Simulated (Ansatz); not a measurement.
Write a Python script for the Python package of Ansatz (0.2.0) that makes a ladder of basis sets of AlH4PSi, SMILES [AlH]1[SiH2][PH]1. Use (for the species named): MP2, cc-pVDZ basis, multiplicity 1. The script varies basis: cc-pVDZ, cc-pVTZ.

The script reads `alh4psi.xyz`:
```text
7

Al   -1.16520   -0.59990   -0.52140
Si    0.35710    0.89820    0.46400
P     0.60890   -1.24530    0.73800
H    -2.40410   -0.83980   -1.46650
H     1.33130    1.51090   -0.47130
H    -0.15360    1.62890    1.64290
H     1.48690   -1.42090   -0.43140
```

The script, `basis_alh4psi.py`:
```python
"""How the energy of AlH4PSi converges with the basis."""

from dataclasses import dataclass

import ansatz as az


@dataclass(frozen=True)
class RunConfig:
    method: str = "MP2"


cfg = RunConfig()

system = az.Crystal.molecule_from_extxyz("alh4psi.xyz")

setup = system.calculation().correlation(cfg.method)

energies = {}
for basis in ["cc-pVDZ", "cc-pVTZ"]:
    data = setup.basis(gaussian=basis).run(threads=1, backend="cpu").report
    size = data["n_frozen"] + data["n_occupied"][0] + data["n_virtual"][0]
    energies[basis] = (data["reference_energy_ev"] / 27.211386246, data["free_energy_ev"] / 27.211386246)
    print(f"{basis:14s} {size:4d} orbitals  reference {energies[basis][0]:14.6f} Ha  total {energies[basis][1]:14.6f} Ha")

# correlation energy at the basis limit from E(X) = E + A / X^3
small, large = (energies[b][1] - energies[b][0] for b in ("cc-pVDZ", "cc-pVTZ"))
limit = (3 ** 3 * large - 2 ** 3 * small) / (3 ** 3 - 2 ** 3)
print(f"correlation energy: {small:.6f} and {large:.6f} Ha, extrapolated {limit:.6f} Ha")
print(f"share caught by the larger set: {100 * large / limit:.1f} %")
```

```console
$ python basis_alh4psi.py
cc-pVDZ          74 orbitals  reference    -873.863219 Ha  total    -874.142399 Ha
cc-pVTZ         158 orbitals  reference    -873.902859 Ha  total    -874.253349 Ha
correlation energy: -0.279180 and -0.350490 Ha, extrapolated -0.380515 Ha
share caught by the larger set: 92.1 %
```

Against cc-pVDZ: cc-pVTZ -111.0 mHa. The last step alone is -110.95 mHa. From the first set to the last the time grows from 0.8 to 3.0 s.

Reading the output:
- The drop along the ladder measures the basis error, and is no property of the molecule.
- The geometry is a force-field or estimated start, not a minimum of this method, and the last set is no limit. Much of the fall in a total is atomic energy, which cancels in bond and reaction energies.
- Inner cores stay frozen, so this is valence correlation.
- For Al to Cl the sets with a tight d function, cc-pV(X+d)Z, are usual.
- An extrapolation from small basis sets is rough.
- It ran for 4.2 s on 1 thread of Arm Neoverse V2, with other jobs on the host, peak memory 0.32 GiB.
